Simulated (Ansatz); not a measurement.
HCl (hydrogen chloride): from total energies to a heat of formation

HCl has 2 atoms, charge 0, and is taken as a singlet. As SMILES, `Cl`. Geometry: relaxed at PBE0-D4/def2-TZVP.

```tsv
atom	x (Å)	y (Å)	z (Å)
Cl	0.5460	-0.1785	0.2808
H	-0.5460	0.1785	-0.2808
```

Total energies at revPBE/3-21G (Ansatz 0.2.0); the atoms run unrestricted:

```
species    state  energy (Eh)
    HCl  singlet  -458.483256
     Cl  doublet  -457.838809
      H  doublet    -0.498961
```

Harmonic wavenumbers at PBE0-D4/def2-TZVP, in cm⁻¹: 2997.

Measured heats of formation of the gaseous atoms at 298.15 K, in kJ/mol: Cl 121.3, H 218.0. Spin-orbit lowering of the atoms at 298 K (mean of the ground term's levels less their thermal mean, from spectra), in kJ/mol: Cl 3.44. Take 1 Eh = 2625.50 kJ/mol, 1 cm⁻¹ = 0.0119627 kJ/mol, RT = 2.479 kJ/mol.

Question: Work out the heat of formation of the gas at 298 K.

Answer: 
1. Electronic atomisation energy: (-457.838809) + (-0.498961) − (-458.483256) = 0.145486 Eh = 382.0 kJ/mol.
2. Zero-point energy: half the sum of the wavenumbers, 1498.5 cm⁻¹ = 17.9 kJ/mol.
3. Thermal vibrational enthalpy, Σ hcν̃/(exp(hcν̃/kT) − 1): 0.0 kJ/mol. Translation, rotation and pV of a linear molecule: 3.5 RT = 8.7 kJ/mol.
4. The 2 free atoms carry 5/2 RT each: 12.4 kJ/mol.
5. Spin-orbit coupling lowers the free atoms by 3.44 = 3.4 kJ/mol.
6. Atomisation enthalpy at 298 K: 382.0 − 3.4 − 17.9 − 0.0 − 8.7 + 12.4 = 364.4 kJ/mol.
7. Sum of the atoms' heats of formation: 339.3 kJ/mol. Heat of formation: 339.3 − 364.4 = -25.1 kJ/mol.

The tabulated value is -92.2 kJ/mol (Active Thermochemical Tables), so this level is off by +67.1 kJ/mol, or 15.5 % of the atomisation enthalpy. A basis without polarisation functions underbinds badly. Anharmonicity and any spin-orbit splitting of the molecule are left out.
